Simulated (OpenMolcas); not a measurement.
**H2O2 (SMILES OO) at r2SCAN0/aug-pcseg-1**

Aim: the vertical singlet–triplet gap of H2O2 at r2SCAN0/aug-pcseg-1, from 2 runs. 

The results are computed with OpenMolcas 26.06.

**1. The system as given**

H2O2 has 4 atoms, charge 0, and is taken as a singlet. As SMILES, `OO`. The shape is that of a PBE0-D4/def2-TZVP optimisation.

Bond lengths: O1–O2 1.426 Å, O1–H3 0.965 Å, O2–H4 0.965 Å. Angles: O1–O2–H4 101.1°, O2–O1–H3 101.1°.

**2. Energy and gradient at r2SCAN0/aug-pcseg-1**

job.input reads:

```
&GATEWAY
BasLib=$CurrDir
Coord
4
bohr
O     -0.91991868    -1.09811985     0.05782562
O      0.09127377     1.37647651     0.39098434
H      0.35224495    -2.11082408     0.88325799
H      0.47639996     1.83265640    -1.33206795
Basis=aug-pcseg-1
Group=NoSym
&SEWARD
GridInput
Grid=UltraFine
End of Grid
&SCF
KSDFT=HYB_MGGA_XC_R2SCAN0
PrOrbitals=0
&ALASKA
```

The basis set aug-pcseg-1 is read from a file made from the Basis Set Exchange's data (not shown).

Run with:

```sh
export MOLCAS_MEM=1860
pymolcas job.input > job.log
```

The program printed (excerpt; [...] marks lines left out):

```text
--- Start Module: gateway ---
[...]
--- Stop Module: gateway /rc=_RC_ALL_IS_WELL_ ---
[...]
      Basis functions           64
[...]
--- Start Module: scf ---
[...]
       Convergence after   9 Iterations
[...]
::    Total KS-DFT energy                            -151.4198143106
[...]
      Total spin, S                                     0.0000000000
[...]
      Total electronic charge=   18.000000
      Total            charge=   -0.000000
[...]
      Dipole Moment (debye):
      Origin of the operator (angstrom)=   -0.1933    0.0649    0.1047
                   X=  1.4713E+00               Y= -4.9403E-01               Z= -7.9686E-01           Total=  1.7447E+00
      Quadrupole Moment (debye*angstrom):
[...]
--- Stop Module: scf /rc=_RC_ALL_IS_WELL_ ---
[...]
--- Start Module: alaska ---
[...]
 *              Molecular gradients               *
 **************************************************
  Irreducible representation: a
 ------------------------------------------------------------------------------------------
                              X                       Y                       Z
 ------------------------------------------------------------------------------------------
  O1               -8.05319213369238E-04    2.18288217663476E-03   -9.82556424279579E-04
  O2               -6.30913899843377E-04   -1.69063086770649E-03    1.77271466111950E-03
  H3                1.22902639949007E-03   -1.60590831149143E-03    1.39695787893768E-03
  H4                2.07206713716435E-04    1.11365700257338E-03   -2.18711611577049E-03
 ------------------------------------------------------------------------------------------
--- Stop Module: alaska /rc=_RC_ALL_IS_WELL_ ---
[...]
```

Wall time 14 s (1 thread of Arm Neoverse V1, shared host); peak memory 0.4 GiB.

**3. The triplet**

job.inp reads:

```
&GATEWAY
 BasLib
 $CurrDir
 Coord
 4
 bohr
 O     -0.91991868    -1.09811985     0.05782562
 O      0.09127377     1.37647651     0.39098434
 H      0.35224495    -2.11082408     0.88325799
 H      0.47639996     1.83265640    -1.33206795
 Basis
 aug-pcseg-1
 Group
 NoSym

&SEWARD
 GridInput
 Grid=UltraFine
 End of Grid

&SCF
 UHF
 Spin
 3
 KSDFT
 HYB_MGGA_XC_R2SCAN0
 PrOrbitals
 0

&ALASKA
```

The basis set aug-pcseg-1 is read from a file made from the Basis Set Exchange's data (not shown).

Run with:

```sh
export MOLCAS_MEM=1860
pymolcas job.inp > job.log
```

The program printed (excerpt; [...] marks lines left out):

```text
--- Start Module: gateway ---
[...]
--- Stop Module: gateway /rc=_RC_ALL_IS_WELL_ ---
[...]
      Basis functions           64
[...]
--- Start Module: scf ---
[...]
       Convergence after  16 Iterations
[...]
::    Total KS-DFT energy                            -151.2372449304
[...]
      Total spin, S                                     1.0052067854
[...]
      Total electronic charge=   18.000000
      Total            charge=   -0.000000
[...]
      Dipole Moment (debye):
      Origin of the operator (angstrom)=   -0.1933    0.0649    0.1047
                   X=  1.2388E+00               Y= -4.1591E-01               Z= -6.7095E-01           Total=  1.4690E+00
      Quadrupole Moment (debye*angstrom):
[...]
--- Stop Module: scf /rc=_RC_ALL_IS_WELL_ ---
[...]
--- Start Module: alaska ---
[...]
 *              Molecular gradients               *
 **************************************************
  Irreducible representation: a
 ------------------------------------------------------------------------------------------
                              X                       Y                       Z
 ------------------------------------------------------------------------------------------
  O1                1.62922487077319E-01    2.30491053529725E-01    8.98397464325513E-02
  O2               -1.10452542461602E-01   -2.48113144550883E-01   -1.18254092499018E-01
  H3               -4.88877081745440E-02    7.04170857448121E-02   -6.58077144474376E-02
  H4               -3.58223644117328E-03   -5.27949947236499E-02    9.42220605139052E-02
 ------------------------------------------------------------------------------------------
--- Stop Module: alaska /rc=_RC_ALL_IS_WELL_ ---
[...]
```

Run time: 35 s. Hardware: 1 thread of Arm Neoverse V1, shared host; peak memory 0.4 GiB.

**4. What came out**

At r2SCAN0/aug-pcseg-1:

```
                                        quantity          value
                           singlet: total energy  -151.41981 Eh
                          singlet: dipole moment         1.74 D
                            singlet: HOMO energy       -8.61 eV
                            singlet: LUMO energy        0.20 eV
                          singlet: HOMO–LUMO gap        8.82 eV
               singlet: largest force on an atom     0.130 eV/Å
                           triplet: total energy  -151.23724 Eh
                          triplet: dipole moment         1.47 D
     triplet: HOMO energy (highest over α and β)       -3.85 eV
                                   triplet: ⟨S²⟩          2.016
vertical energy of the triplet above the singlet       4.968 eV
```

In words: This program's gradients are faulty for this kind of reference, so any forces in the log (triplet) can't be trusted; the energy can. At this shape the triplet lies 4.97 eV (479 kJ/mol) above the singlet. Mulliken charges (triplet) run from -0.36 on O1 to +0.36 on H3; in a basis this large or diffuse they mean little.
